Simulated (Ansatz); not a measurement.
S2O (Disulfur monoxide): from total energies to a heat of formation

S2O has 3 atoms, charge 0, and is taken as a singlet. As SMILES, `O=S=S`. The shape is that of a PBE0-D4/def2-TZVP optimisation.

```xyz
3

O     0.4516    1.2040    0.4932
S     0.5291   -0.2055    0.1489
S    -0.9807   -0.9985   -0.6421
```

Total energies at B2PLYP/def2-TZVP, 11 core orbitals frozen (Ansatz 0.2.0); the atoms run unrestricted:

| species | state | energy (Eh) |
| --- | --- | --- |
| S2O | singlet | -871.350846 |
| O | triplet | -75.051905 |
| S | triplet | -397.989756 |

Harmonic wavenumbers at PBE0-D4/def2-TZVP, in cm⁻¹: 394, 723, 1241.

Measured heats of formation of the gaseous atoms at 298.15 K, in kJ/mol: O 249.2, S 277.0. Spin-orbit lowering of the atoms at 298 K (mean of the ground term's levels less their thermal mean, from spectra), in kJ/mol: O 0.40, S 1.88. Take 1 Eh = 2625.50 kJ/mol, 1 cm⁻¹ = 0.0119627 kJ/mol, RT = 2.479 kJ/mol.

Q: What heat of formation follows?

A: 
1. Electronic atomisation energy: (-75.051905) + 2 × (-397.989756) − (-871.350846) = 0.319429 Eh = 838.7 kJ/mol.
2. Zero-point energy: half the sum of the wavenumbers, 1179 cm⁻¹ = 14.1 kJ/mol.
3. Thermal vibrational enthalpy, Σ hcν̃/(exp(hcν̃/kT) − 1): 1.1 kJ/mol. Translation, rotation and pV of a non-linear molecule: 4 RT = 9.9 kJ/mol.
4. The 3 free atoms carry 5/2 RT each: 18.6 kJ/mol.
5. Spin-orbit coupling lowers the free atoms by 0.40 + 2 × 1.88 = 4.2 kJ/mol.
6. Atomisation enthalpy at 298 K: 838.7 − 4.2 − 14.1 − 1.1 − 9.9 + 18.6 = 828.0 kJ/mol.
7. Sum of the atoms' heats of formation: 803.2 kJ/mol. Heat of formation: 803.2 − 828.0 = -24.8 kJ/mol.

The tabulated value is -56.5 kJ/mol (NIST-JANAF tables), so this level is off by +31.7 kJ/mol, or 3.7 % of the atomisation enthalpy that the table implies (859.7 kJ/mol). Anharmonicity and any spin-orbit splitting of the molecule are left out, and cores are frozen in the wave-function part.
